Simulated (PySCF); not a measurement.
## How methods differ on the ionisation energy of P

P [Ne] 3s2 3p3 (4S) → P⁺ [Ne] 3s2 3p2 (3P), as a difference of total energies. Computed with PySCF 2.14 in dyall-av2z (13s9p2d, 50 functions), with the non-relativistic Hamiltonian (point nucleus). Correlated levels: valence: [Ne] frozen; virtual orbitals above 40 to 60 times the deepest correlated orbital energy dropped. The calculations carry no spin-orbit coupling.

```
           method  ionisation energy (eV)  plus first-order spin-orbit estimate  error of that sum (eV)
              UHF                   9.944                                 9.910                  -0.577
    MP2 (valence)                  10.405                                10.371                  -0.116
SCS-MP2 (valence)                  10.245                                10.211                  -0.276
   CCSD (valence)                  10.335                                10.301                  -0.186
CCSD(T) (valence)                  10.349                                10.315                  -0.172
  CCSDT (valence)                  10.349                                10.315                  -0.172
```

Reference: 10.487 eV (measured; NIST Atomic Spectra Database, ionization energies).

A first-order spin-orbit estimate (lowest level to lowest level, LS coupling) adds -0.034 eV.

Errors of the correlated levels include the incompleteness of this basis and the frozen core.
